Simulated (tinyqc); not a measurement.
Worked calculation: CCD on RHF in the sto-6g basis, for LiH, spin multiplicity 1. One step of it, computed by the program tinyqc.

Problem. CCD: starting amplitudes. t_ij^ab = <ij||ab> / (e_i + e_j - e_a - e_b), whose energy is MP2.

orbital energies (hartree): MO1 -2.383714, MO2 -0.303599, MO3 0.080243, MO4 0.162087, MO5 0.162087, MO6 0.601022

Two-electron integrals over orbitals (pq|rs), unique and non-zero (hartree):
```
(11|11) 1.663360    (21|11) -0.123833   (21|21) 0.016965    (22|11) 0.398264
(22|21) 0.008762    (22|22) 0.506034    (31|11) -0.139157   (31|21) 0.012451
(31|22) -0.018479   (31|31) 0.022463    (32|11) 0.010797    (32|21) -0.004110
(32|22) -0.043555   (32|31) -0.000091   (32|32) 0.010472    (33|11) 0.400241
(33|21) -0.012653   (33|22) 0.230102    (33|31) 0.002131    (33|32) 0.004416
(33|33) 0.341404    (41|41) 0.010063    (42|41) 0.007586    (42|42) 0.024390
(43|41) 0.010195    (43|42) 0.018919    (43|43) 0.041422    (44|11) 0.396921
(44|21) -0.004615   (44|22) 0.281461    (44|31) -0.004625   (44|32) 0.003609
(44|33) 0.282941    (44|44) 0.313125    (51|51) 0.010063    (52|51) 0.007586
(52|52) 0.024390    (53|51) 0.010195    (53|52) 0.018919    (53|53) 0.041422
(54|54) 0.016875    (55|11) 0.396921    (55|21) -0.004615   (55|22) 0.281461
(55|31) -0.004625   (55|32) 0.003609    (55|33) 0.282941    (55|44) 0.279374
(55|55) 0.313125    (61|11) 0.033805    (61|21) -0.007425   (61|22) -0.004381
(61|31) -0.000542   (61|32) 0.000628    (61|33) 0.008299    (61|44) -0.000408
(61|55) -0.000408   (61|61) 0.005973    (62|11) -0.011300   (62|21) 0.007292
(62|22) 0.141199    (62|31) -0.002375   (62|32) -0.031300   (62|33) -0.005900
(62|44) -0.003799   (62|55) -0.003799   (62|61) 0.001014    (62|62) 0.123419
(63|11) 0.014028    (63|21) -0.004741   (63|22) -0.049436   (63|31) 0.004747
(63|32) 0.006601    (63|33) 0.035599    (63|44) -0.000091   (63|55) -0.000091
(63|61) 0.003633    (63|62) -0.029024   (63|63) 0.025132    (64|41) -0.005872
(64|42) -0.019336   (64|43) -0.014237   (64|64) 0.019304    (65|51) -0.005872
(65|52) -0.019336   (65|53) -0.014237   (65|65) 0.019304    (66|11) 0.362974
(66|21) 0.006048    (66|22) 0.462903    (66|31) -0.011359   (66|32) -0.039101
(66|33) 0.241959    (66|44) 0.270877    (66|55) 0.270877    (66|61) -0.000734
(66|62) 0.148084    (66|63) -0.041704   (66|66) 0.458625
```

Give: Starting amplitudes; correlation energy.

Solution.

Starting amplitudes (spin orbitals 1a, 1b, ...; amplitudes related by a flip of all spins are not repeated):

| from | to | t |
|---|---|---|
| 2a 2b | 6a 6b | -0.0682 |
| 2a 2b | 5a 5b | -0.0262 |
| 2a 2b | 4a 4b | -0.0262 |
| 2a 2b | 3a 6b | 0.0243 |
| 2a 2b | 3a 3b | -0.0136 |
| 1a 1b | 3a 3b | -0.0046 |
| 1a 2b | 5a 5b | -0.0025 |
| 1a 2b | 4a 4b | -0.0025 |
| 1a 1b | 5a 5b | -0.0020 |
| 1a 1b | 4a 4b | -0.0020 |
| 1a 1b | 6a 6b | -0.0010 |
| 1a 2a | 3a 6a | 0.0009 |
| 1a 2b | 3a 6b | 0.0007 |
| 1a 2b | 6a 6b | -2.61e-04 |
| 1a 2b | 3b 6a | 1.87e-04 |
| 1a 1b | 3a 6b | 9.94e-05 |
| 1a 2b | 3a 3b | 3.21e-05 |

correlation energy = -0.011594 hartree
